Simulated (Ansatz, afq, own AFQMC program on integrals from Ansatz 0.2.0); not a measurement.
## AlGeH2, doublet → AlGeH2, quartet

```yaml
atoms:
  - { symbol: Ge, position_ang: [-0.0108, 0.0000, 0.6644] }
  - { symbol: Al, position_ang: [-0.0327, 0.0000, -1.7631] }
  - { symbol: H, position_ang: [0.8273, -1.0534, -0.3408] }
  - { symbol: H, position_ang: [0.8273, 1.0534, -0.3408] }
```

Connectivity, by distances: Ge–Al, 2 bridging H.

E(quartet, charge +0) − E(doublet, charge +0) at this geometry, on UHF and UHF determinants.

Basis aug-cc-pVDZ. Only valence electrons are correlated. AFQMC by an in-house program on the Cholesky factors that Ansatz 0.2.0 writes for its CCSD(T) run. ph-AFQMC/CISD is guided by a CISD state made of CCSD amplitudes; releasing the constraint for a short imaginary time cuts its bias at the price of noise, slowly where states lie close. ± is one standard error of the sampling. No spin–orbit coupling. The errors of all members are added in quadrature.

No full CI on the walks' own integrals is used here; CCSDT(Q) serves as the reference and is uncertain by about the last step of the cluster series. Each member takes its own surest rung, up to full CI.

Errors are counted within aug-cc-pVDZ, not against nature.

Cautions: inner d shell frozen; no relativity below Rb; no spin-orbit coupling; AlGeH₂ (doublet): unrestricted determinant spin contaminated (⟨S²⟩ 0.85 against 0.75), the released energies are still falling, so no released level is given (meV from the phaseless value at times in 1/Eh: -2 ± 4 at 0.24, -7 ± 3 at 0.51, -14 ± 3 at 0.99, -16.4 ± 2.3 at 1.62, -18 ± 3 at 2.40), though the last usable value meets CCSDT(Q) within the noise, its ph-AFQMC/CISD value lies 18 ± 5 meV above CCSDT(Q); AlGeH₂ (quartet): another spin lies lower, the released energies are still falling, so no released level is given (meV from the phaseless value at times in 1/Eh: -6 ± 3 at 0.24, -6 ± 3 at 0.51, -9.2 ± 2.2 at 0.99, -12 ± 3 at 1.62, -13 ± 3 at 2.40), its ph-AFQMC/CISD value lies 26 ± 4 meV above CCSDT(Q); core correlation is missing, and it shifts such a gap most where an s electron is promoted.

| level | vertical spin gap (kJ/mol) |
| --- | --- |
| MP2 | 312.3 |
| HF | 259.6 |

(1) From these cheaper values, estimate the vertical spin gap at the reference level in aug-cc-pVDZ.

(1) 327.9 kJ/mol (CCSDT(Q) in aug-cc-pVDZ).

```csv
level,vertical spin gap (kJ/mol),error against CCSDT(Q) (kJ/mol)
CCSD,325.2,-2.7
CCSD(T),328.2,0.3
CCSDT,327.7,-0.2
ph-AFQMC/CISD,328.7 ± 0.6,0.8 ± 0.6
```

Correlation beyond CCSD(T) takes off 0.3 kJ/mol. The perturbative (T) step is worth +3.0 kJ/mol. Where the cautions show a poor determinant, the low rows tell how each method copes with it, not its usual error.

A walk keeps the symmetry of its determinant, which the program's search chose and which needn't be the lowest solution, so a lower state of the same spin and another symmetry isn't excluded.
